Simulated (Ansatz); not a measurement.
We consider fluorite CdF2, described by r²SCAN0 (PAW; Ansatz, a first-principles code).

Run with plane-wave cutoff 520 eV, 8×8×8 k mesh, Fermi–Dirac smearing 0.01 eV, scalar-relativistic PAW data made under PBE.

Computed points:

```
V (Å³/atom)  E − E_lowest (meV/atom)  P (GPa)
-----------  -----------------------  -------
12.163                         13.90     7.08
12.484                          3.56     3.38
12.804                          0.00     0.19
13.070                          1.69    -2.14
13.444                         10.02    -4.98
```

Task: Estimate the bulk modulus and its pressure derivative from these points.

Result: V0 = 12.825 Å³/atom, B0 = 118 GPa, B′ = 4.8 (fit to the energies at full precision).

The computed numbers hold no vibrational or temperature effects.
